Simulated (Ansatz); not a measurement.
Conformers of `CNCOC`, each relaxed with PBE0-D4/def2-TZVP in Ansatz. CBS adds the triple-zeta coupled-cluster correction to the MP2 limit.

Not all of them had a frequency check.

Conformer A:

Cartesian coordinates in Å:
```
C 1.243 1.393 0.324
N 0.640 0.471 -0.614
C 0.440 -0.852 -0.098
O -0.673 -0.929 0.748
C -1.892 -0.720 0.080
H 2.234 1.071 0.684
H 1.345 2.377 -0.135
H 0.592 1.497 1.194
H 1.140 0.445 -1.491
H 0.322 -1.535 -0.952
H 1.278 -1.203 0.523
H -2.684 -0.792 0.825
H -2.057 -1.488 -0.689
H -1.926 0.264 -0.398
```

Conformer B:

```xyz
14

C     1.233    0.439   -1.300
N     0.249    1.077   -0.452
C    -0.981    0.375   -0.313
O    -0.904   -0.961    0.155
C    -0.488   -1.059    1.488
H     1.557   -0.550   -0.951
H     0.813    0.313   -2.301
H     2.110    1.083   -1.388
H     0.638    1.342    0.442
H    -1.634    0.956    0.353
H    -1.455    0.291   -1.294
H    -0.564   -2.107    1.780
H    -1.127   -0.461    2.154
H     0.553   -0.738    1.627
```

Conformer C:

```xyz
14

C     0.102   -1.462   -1.444
N    -0.780   -0.355   -1.150
C    -0.261    0.586   -0.219
O    -0.394    0.058    1.076
C     0.239    0.853    2.037
H    -0.367   -2.122   -2.177
H     1.086   -1.152   -1.832
H     0.267   -2.042   -0.534
H    -1.099    0.109   -1.987
H    -0.827    1.526   -0.308
H     0.813    0.818   -0.387
H     1.315    0.956    1.837
H    -0.198    1.861    2.085
H     0.105    0.367    3.004
```

Q: Which is lowest in electronic energy at CCSD(T)/CBS (frozen core, def2 sets), and by how much? (An estimate is asked.)

A: Ansatz gave: B; A lies 4.7 kJ/mol higher, C lies 13.7 kJ/mol higher.

Q: Give the energies relative to B (kJ/mol) with PBE0-D4/def2-TZVPP, ωB97M-V/def2-TZVPP, B2PLYP/def2-TZVPP, PBE/def2-TZVPP, HF/def2-QZVPP, MP2/def2-QZVPP, SCS-MP2/def2-QZVPP. (Best estimate.)

A: Computed: 
| level | A | C |
| --- | --- | --- |
| PBE0-D4/def2-TZVPP | 4.2 | 12.8 |
| ωB97M-V/def2-TZVPP | 4.3 | 13.6 |
| B2PLYP/def2-TZVPP | 4.2 | 12.5 |
| PBE/def2-TZVPP | 4.1 | 11.8 |
| HF/def2-QZVPP | 2.8 | 9.4 |
| MP2/def2-QZVPP | 4.9 | 14.0 |
| SCS-MP2/def2-QZVPP | 4.4 | 13.1 |
